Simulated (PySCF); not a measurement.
# ClH3N: the cost of one run

Programs: PySCF 2.14.0. All values are calculated, for the isolated system unless a continuum is named. Atoms count from 0, parts from 1.

## 1. The system as given

5 atoms, charge -1, multiplicity 1; geometry: GFN2-xTB. Parts: 1 = atoms 0–2, `[NH2-]`, charge -1; 2 = atoms 3–4, `Cl`, charge 0. In the given geometry H4 has moved to N0 of another part (1.04 Å), so values for the parts refer to these atom groups.

## 2. Relaxing the molecule at PBE0-D3(BJ)/def2-SVPD

What the job is given:

```
{"job": {"xc": "PBE0", "basis": "def2-SVPD", "d3": "d3bj", "grid": 2, "kind": "geom", "shake": 0.01}, "charge": -1, "multiplicity": 1, "parts": [{"atoms": "0-2", "charge": -1, "multiplicity": 1}, {"atoms": "3-4", "charge": 0, "multiplicity": 1}]}
N     -0.912097     0.885625    -0.301708
H     -0.143971     1.534162    -0.212371
H     -0.761753     0.159456     0.358933
Cl    -0.241211    -0.760730     2.405027
H     -1.728547     1.399850     0.081833
```

Launch:

```sh
> OMP_NUM_THREADS=1 python cluster_run.py task.json out
```

This one command runs all jobs of the session in turn.

Q: Estimate the wall time and peak memory of this job on 1 thread of Arm Neoverse V1, shared host.

About 6.1 s, with a peak of 0.33 GiB.
